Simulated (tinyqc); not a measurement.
Worked calculation: ROHF in the sto-3g basis, for BH, spin multiplicity 3. One step of it, computed by the program tinyqc.

Question. Iteration 2: diagonalisation and new density. Diagonalise F' = X^T F X, C = X C', fill 4 alpha and 2 beta electrons from the bottom; D(s) = C_occ C_occ^T. Each column has its largest component positive (the first on a tie).

effective F (hartree), lower triangle:
```
            1B 1s      1B 2s     1B 2px    1B 2py     1B 2pz      2H 1s
1B 1s   -7.268628
1B 2s   -2.126907  -0.935901
1B 2px   0.001963  -0.029008   0.184965
1B 2py   0.002183  -0.001842  -0.073794  0.252134
1B 2pz   0.023003  -0.058523   0.056971  0.058663   0.204618
2H 1s   -0.085712  -0.138208   0.004522  0.012342  -0.082383  -0.019500
```

X:
```
                1          2         3          4          5         6
1B 1s   -0.637917   0.525365  0.000000   0.000000  -0.434107  0.456135
1B 2s    0.795129  -0.304850  0.000000   0.000000  -0.271606  0.554914
1B 2px   0.000000   0.000000  0.999909  -0.013489   0.000000  0.000000
1B 2py   0.000000   0.000000  0.013489   0.999909   0.000000  0.000000
1B 2pz   0.348681   0.699472  0.000000   0.000000   0.609429  0.246015
2H 1s   -0.569801  -0.585540  0.000000   0.000000   0.479921  0.414236
```

Give: F' = X^T F X; orbital energies; coefficients C; D(alpha) after iteration 2; D(beta) after iteration 2.

Answer.

F' = X^T F X (hartree), lower triangle:
```
         1        2        3       4        5        6
1  -1.3204
2   1.4554  -1.2057
3  -0.0069   0.0476   0.1830
4   0.0107   0.0349  -0.0729  0.2541
5  -1.4858   1.6739   0.0445  0.0406  -1.8381
6   1.7257  -1.8213   0.0010  0.0195   2.3159  -2.9917
```

orbital energies (hartree): MO1 -7.2732, MO2 -0.3584, MO3 -0.0075, MO4 0.1170, MO5 0.2880, MO6 0.3151

coefficients C:
```
            MO1      MO2      MO3      MO4      MO5      MO6
1B 1s    0.9926  -0.2904   0.0920   0.0365   0.0125   0.0048
1B 2s    0.0265   0.9826  -0.3445  -0.1462  -0.0257   0.0023
1B 2px  -0.0001   0.0393  -0.2379   0.7082   0.6522  -0.1225
1B 2py  -0.0003  -0.0057  -0.1829   0.4846  -0.4567   0.7232
1B 2pz  -0.0026   0.1139   0.3229  -0.3292   0.5961   0.6796
2H 1s   -0.0013   0.1731   0.8219   0.4664  -0.2684  -0.2729
```

D(alpha) after iteration 2, lower triangle:
```
          1B 1s    1B 2s   1B 2px   1B 2py  1B 2pz   2H 1s
1B 1s    1.0793
1B 2s   -0.2961   1.1062
1B 2px  -0.0076   0.0171   0.5597
1B 2py   0.0023  -0.0135   0.3865   0.2683
1B 2pz  -0.0180   0.0487  -0.3055  -0.2192  0.2256
2H 1s    0.0411  -0.1813   0.1416   0.0748  0.1315  0.9230
```

D(beta) after iteration 2, lower triangle:
```
          1B 1s    1B 2s   1B 2px   1B 2py  1B 2pz   2H 1s
1B 1s    1.0695
1B 2s   -0.2590   0.9661
1B 2px  -0.0116   0.0387   0.0015
1B 2py   0.0014  -0.0056  -0.0002   0.0000
1B 2pz  -0.0357   0.1118   0.0045  -0.0006  0.0130
2H 1s   -0.0516   0.1700   0.0068  -0.0010  0.0197  0.0300
```
